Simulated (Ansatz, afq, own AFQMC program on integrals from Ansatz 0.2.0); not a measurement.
Two steps: Ansatz 0.2.0 writes the Fock matrix and Cholesky factors of the valence space, and afq projects on them the lowest state that overlaps trial and start.

```yaml
crystal:
  periodic: [false, false, false]
  atoms:
    - {symbol: Se, position_ang: [0.000000, 0.000000, 0.000000]}
    - {symbol: Se, position_ang: [0.000000, 0.000000, 1.833000]}
basis:
  gaussian: {orbitals: cc-pVDZ}
total_charge: 1
magnetization: {spin_polarized: true, initial_magnetization: 3}
correlation: {method: ccsd_t, electrons: outside_noble_gas, hamiltonian_folder: ham}
```

```sh
$ ansatz run in.yaml --threads 1 --pin off --events-out ev --progress --plain --max-ram 1382MiB
```

afq runs on the folder ham with

```
--method free --trial cisd --walkers 60 --time-step 0.03 --max-blocks 80 --target-error 0.0004 --factor-cut 1e-05 --seed 929 --times 0,0.21,0.42,0.81,1.2,1.8,2.4,3 --taylor-order 8
```

Times are imaginary, in 1/Eh. The walk had a cap of 486 s. Filled inner d shells are frozen with the cores.

Log:

```
orbitals 26  electrons 7 4  factors 199 of 656
reference energy -4799.16612779 Eh
CCSD correlation -0.18189311 Eh in 9 cycles, weight of the determinant in the CISD state 0.9049
repeat  energy at the last time / Eh  error
    10  -4799.353942  0.000402
    20  -4799.353469  0.000386
    30  -4799.353092  0.000351
time / (1/Eh)  energy / Eh  error  mean overlap
  0.00  -4799.348319  0.000138  1.1071
  0.21  -4799.350498  0.000190  1.1072
  0.42  -4799.351918  0.000233  1.0948
  0.81  -4799.352595  0.000229  1.1021
  1.20  -4799.352843  0.000249  1.1143
  1.80  -4799.352554  0.000255  1.1436
  2.40  -4799.353109  0.000252  1.1682
  3.00  -4799.353107  0.000340  1.1692
energy -4799.353107 +/- 0.000340 Eh
```

The run passed its tests (error under three times the target), which doesn't prove that it has relaxed.

Against this walk (error 9.3 meV) on the same determinant: CCSD(T) 21.9 meV higher, the released energy of a separate walk with a CISD trial 1.8 ± 13.5 meV higher (within the noise). The error is statistical, and a free projection of finite length keeps a remainder of its start.

Cautions: remainder of the start not in the error; no relativity below Rb; no spin-orbit coupling; inner d shell frozen; lower spins were not checked.

The walk took 29 s on 1 thread of Intel(R) Xeon(R) 6975P-C (Granite Rapids) (shared host). The log's last line is the free-projection energy.

A walk keeps the symmetry of its determinant, which the program's search chose and which needn't be the lowest solution, so a lower state of the same spin and another symmetry isn't excluded.
